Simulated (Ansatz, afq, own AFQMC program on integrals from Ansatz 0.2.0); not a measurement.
Zn, singlet: AFQMC among the cluster methods

A free Zn atom.

Basis def2-TZVP. Only valence electrons are correlated. Integrals, coupled cluster, full CI and functionals: Ansatz 0.2.0; the random walks run on the same integrals in our own AFQMC program. The CISD trial takes its coefficients from CCSD amplitudes. Released means that phaseless walkers are propagated on without the constraint, phases kept. Free AFQMC starts from the CCSD state and is never constrained. Its projection time is finite, and what remains of the start isn't in its error. Error bars are statistical, one sigma. The metal's outer-core s and p shells are frozen, which shifts wave-function levels against functionals.

Determinant: RHF, the one that the program's search chose, which needn't be the lowest solution.

No full CI on the walks' own integrals is used here; CCSDTQ serves as the reference and is uncertain by about the last step of the cluster series.

Cautions: no relativity below Rb; outer-core shells of the metal frozen.

* T1 diagnostic: 0.0162
* weight of the determinant in the CISD state: 0.907
* size of the correlated space: 12 electrons in 39 orbitals

| level | correlation energy (eV) |
| --- | --- |
| MP2 | -10.9860 |
| CCSD | -10.2114 |
| CCSD(T) | -10.4546 |

Estimate where free-projection AFQMC lies against CCSD(T) on the same integrals.

15.5 ± 6.0 meV above CCSD(T).

Reference: CCSDTQ, correlation energy -10.447 eV. The released energy is read at 1.50 1/Eh (meV from the phaseless value at times in 1/Eh: 4 ± 4 at 0.24, -2 ± 3 at 0.50, 0 ± 5 at 1.00, 7 ± 5 at 1.50).

| level | E − E(reference) (meV) | share of correlation (%) |
| --- | --- | --- |
| CCSD(T) | -7.7 | 100.07 |
| CCSDT | 4.1 | 99.96 |
| CCSDT(Q) | 5.2 | 99.95 |
| ph-AFQMC/HF | -60.8 ± 17.0 | 100.58 |
| ph-AFQMC/CISD | 1.0 ± 3.2 | 99.99 |
| released AFQMC | 7.9 ± 4.6 | 99.92 |
| free AFQMC | 7.8 ± 6.0 | 99.93 |

CCSDT and higher add their correlation energy to the determinant of the CCSD(T) run, since their own runs factorise the integrals more tightly (a shift of under 2 meV). Free projections are given only where their last times agree within the noise and don't stop above the reference; a slow remainder of the start can still hide under it. A walk keeps the symmetry of its determinant, which the program's search chose and which needn't be the lowest solution, so a lower state of the same spin and another symmetry isn't excluded. Released energies are given only where the last usable release times agree within the noise; a slower fall can still hide under it.
